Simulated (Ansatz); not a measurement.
# BH₃S (triplet): wave-function methods side by side at distance B1–H4 along a hydrogen transfer = 1.538 Å, cc-pVDZ

The task here is to estimate one member of a computed series from the others.

Method: cc-pVDZ, core rule «outside noble gas», up to 6 orbitals frozen; program: Ansatz 0.2.0, Gaussian basis.

Plan: UHF; CCSD(T) on ROHF; CCSD(T) on UHF; BCCD(T) on ROHF; CISD; CCSDT(Q) on ROHF; CCSDT(Q) on UHF; CASSCF and MRCISD+Q, 4 electrons in 4 orbitals; CASSCF and NEVPT2, 4 electrons in 4 orbitals.

12 further runs of the same task are left out: 7 for a known fault of the program, 5 that didn't finish.

## What is computed

The geometry derives from fragments relaxed apart (PBE0/def2-TZVP) and kept rigid, so it is no stationary point. A hydrogen atom is moved between rigid fragments.

5 atoms, charge 0, spin multiplicity 3.

Atoms are counted from 1 here; the program's logs count them from 0.

Bond lengths: B1–H2 1.193 Å, B1–H3 1.193 Å, H4–S5 1.438 Å. Angles: H2–B1–H3 120.0°.

Set-up of the first run:

in.yaml reads:

```yaml
crystal:
  periodic: [false, false, false]
  atoms:
    - {symbol: B, position_ang: [-2.086560, 0.000000, 0.000000]}
    - {symbol: H, position_ang: [-2.683293, 1.033571, 0.000000]}
    - {symbol: H, position_ang: [-2.683293, -1.033571, 0.000000]}
    - {symbol: H, position_ang: [-0.548560, 0.000000, 0.000000]}
    - {symbol: S, position_ang: [0.889440, 0.000000, 0.000000]}
basis:
  gaussian: {orbitals: cc-pVDZ}
magnetization: {spin_polarized: true, initial_magnetization: 2}
hamiltonian: {xc: hf}
output: {orbitals: {seedname: orbitals}}
```

On the command line:

```console
$ ansatz run in.yaml --threads 1 --pin off --events-out ev --progress --plain --max-ram 2393MiB
```

Among the steps run: UHF; CCSD(T) on ROHF; CCSD(T) on UHF; BCCD(T) on ROHF; CISD; CCSDT(Q) on ROHF; CCSDT(Q) on UHF; CASSCF and MRCISD+Q, 4 electrons in 4 orbitals; CASSCF and NEVPT2, 4 electrons in 4 orbitals.

One of the session's tables, all rows but one given; the rest of the session is left out.

It belongs to the step «Misses and costs». 

```
       method  from UCCSDT(Q) (meV)
         ROHF               +6767.4
          UHF               +6491.6
         RMP2               +1237.6
         UMP2               +1289.6
         CISD                +677.0
        RCCSD                +172.9
        UCCSD                +166.1
     RCCSD(T)                 +34.6
     UCCSD(T)                     ?
      BCCD(T)                 +35.3
       RCCSDT                  +8.9
       UCCSDT                  +8.2
    RCCSDT(Q)                  +0.5
    UCCSDT(Q)                     0
  CASSCF pair               +6194.1
  NEVPT2 pair               +1227.4
  MRCISD pair                +591.1
MRCISD+Q pair                 +36.8
```

Q: Estimate the row for UCCSD(T) from the others.

The run gave: from UCCSDT(Q) (meV): +35.5. In the column «from UCCSDT(Q) (meV)» it lies between BCCD(T) (+35.3) and MRCISD+Q pair (+36.8).

Limits of these values: Restricted and unrestricted rows rest on different reference determinants; where their highest levels disagree by more than a few hundredths of an eV, they describe different states and don't form one ladder.
